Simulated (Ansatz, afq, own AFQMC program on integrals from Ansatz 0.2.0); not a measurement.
Atomization energy of GeH2, triplet

```yaml
atoms:
  - { symbol: Ge, position_ang: [0.0000, -0.0208, 0.0000] }
  - { symbol: H, position_ang: [0.0000, 0.7490, -1.3344] }
  - { symbol: H, position_ang: [0.0000, 0.7490, 1.3344] }
```

Atoms in their ground-state spins without spin–orbit coupling (mostly on UHF) minus the molecule (UHF), without zero-point energy. The geometry is a stationary point, not shown to be a minimum.

Basis aug-cc-pVDZ. Noble-gas cores (and the filled d shells of Ga–Kr and In–Xe) are frozen. Integrals, coupled cluster, full CI and functionals: Ansatz 0.2.0; the random walks run on the same integrals in our own AFQMC program. The CISD trial takes its coefficients from CCSD amplitudes. Released means that phaseless walkers are propagated on without the constraint, phases kept. Error bars are statistical, one sigma. No spin–orbit coupling. The errors of all members are added in quadrature.

No full CI on the walks' own integrals is used here; CCSDT(Q) serves as the reference and is uncertain by about the last step of the cluster series. Each member takes its own surest rung, up to full CI.

The best estimate is CCSD(T) at the basis-set limit (CBS: def2-TZVPP and def2-QZVPP, with their diffuse functions for anions and beside diffuse sets, CCSD(T) itself extrapolated) plus the step from CCSD(T) to CCSDT(Q) in aug-cc-pVDZ. Rows without CBS are in aug-cc-pVDZ, the functionals in def2-TZVP; B2PLYP and the wave-function rows carry a basis error of their own. Core correlation and relativity beyond core potentials are missing, and ± holds the sampling alone.

Cautions: inner d shell frozen; no relativity below Rb; no spin-orbit coupling; GeH₂ (triplet): lower spins were not checked.

Best estimate: 118.5 kcal/mol.

```
         level  atomization energy (kcal/mol)  error against the best estimate (kcal/mol)
            HF                           87.0                                       -31.6
           MP2                          106.7                                       -11.9
          CCSD                          109.9                                        -8.6
       CCSD(T)                          110.6                                        -7.9
         CCSDT                          110.8                                        -7.7
      CCSDT(Q)                          110.8                                        -7.7
 ph-AFQMC/CISD                   110.9 ± 0.03                                 -7.7 ± 0.03
released AFQMC                   110.9 ± 0.03                                 -7.7 ± 0.03
        HF/CBS                           88.9                                       -29.7
       MP2/CBS                          114.0                                        -4.5
   CCSD(T)/CBS                          118.4                                        -0.2
           PBE                          115.3                                        -3.2
        r2SCAN                          121.9                                         3.4
          PBE0                          115.9                                        -2.6
         B3LYP                          116.2                                        -2.4
       wB97M-V                          116.0                                        -2.5
        B2PLYP                          114.1                                        -4.4
```

Correlation beyond CCSD(T) adds 0.2 kcal/mol. Going to the basis-set limit adds 7.7 kcal/mol at CCSD(T). The perturbative (T) step is worth +0.7 kcal/mol.

Best estimates are given only where the step beyond CCSD(T) is under 0.3 eV and no member's determinant is very poor (T1 over 0.05, or 0.07 for open shells, ⟨S²⟩ too high by 0.3, two states mixed), so the hardest cases are missing from such tables.

The functionals ran in a triple-zeta set and keep a basis error of their own, a few kJ/mol for each bond in atomization energies and more for double hybrids, so close places among them and the extrapolated levels can swap.

CCSDT and higher add their correlation energy to the determinant of the CCSD(T) run, since their own runs factorise the integrals more tightly (a shift of under 2 meV). Each member of a difference takes its own highest rung, so a best estimate needn't equal the limit plus the step of one row. A walk keeps the symmetry of its determinant, which the program's search chose and which needn't be the lowest solution, so a lower state of the same spin and another symmetry isn't excluded. Released energies are given only where the last usable release times agree within the noise; a slower fall can still hide under it.
